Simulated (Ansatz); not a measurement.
Basis-set extrapolation for `COCS` (PBE0-D4/def2-TZVP geometry, frozen core, the Gaussian-basis code of Ansatz). Multiplicity 1, RHF reference.

|  | def2-TZVPP | def2-QZVPP |
| --- | --- | --- |
| HF | -551.674092 | -551.692975 |
| MP2 correlation | -0.767454 | -0.824749 |
| CCSD(T) correlation | -0.842471 | -0.895150 |

Energies in hartree. Use E(X) = E(∞) + A·exp(−7.88·√X) for Hartree–Fock and E(X) = E(∞) + B·X^(−2.97) for correlation, with X = 3 and 4.

Task: What is the CCSD(T) energy at the basis-set limit?

Result: HF limit: -551.692975 + (-0.018883) × 0.13774 = -551.69558. Correlation limit: -0.895150 + (-0.052679) × 0.74074 = -0.93417. Total: -552.62975 hartree, 297.2 kJ/mol below CCSD(T)/def2-TZVPP.
